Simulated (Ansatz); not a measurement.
A made-up structure of B₂H₂O, closed shell:

```
atom    x (Å)    y (Å)    z (Å)
  B1  -0.3776   0.3962  -0.3836
  B2   1.2456  -1.3072   1.2655
  O3   0.5659  -0.5940   0.5754
  H4  -0.9480  -0.0495  -1.3293
  H5  -0.4859   1.5544  -0.1280
```

It is relaxed with PBE-D4/def2-SVP and then PBE0-D4/def2-TZVP (Ansatz 0.2.0). Atoms count as bonded within 1.22 times the sum of their covalent radii (H–H: 0.88 Å). The end point is not checked to be a true minimum.

(1) Does its bonding change? (A judgement: the text doesn't fix the answer.)

## Answers

(1) By the calculation: No: no bond forms or breaks.

Where it ends: The first stage lowers the energy by 1.27 eV in 6 steps. It ends as B₂H₂O ([B][O][BH2]):
```xyz
5
angstrom
B -0.3282 0.3446 -0.3338
B 1.1698 -1.2282 1.1894
O 0.4426 -0.4650 0.4506
H -0.8789 -0.1475 -1.2688
H -0.4053 1.4962 -0.0375
```

Labels in which every atom is bracketed show which atoms are joined, not bond orders.

For scale, one of the runs: PBE0-D4/def2-TZVP relaxation, 105 basis functions, launched by `ansatz run in.yaml --threads 2 --pin off --events-out ev --progress --plain --max-ram 4352MiB`. The run took about 5.5 s on 2 CPU threads of an Arm Neoverse V2 (shared host).
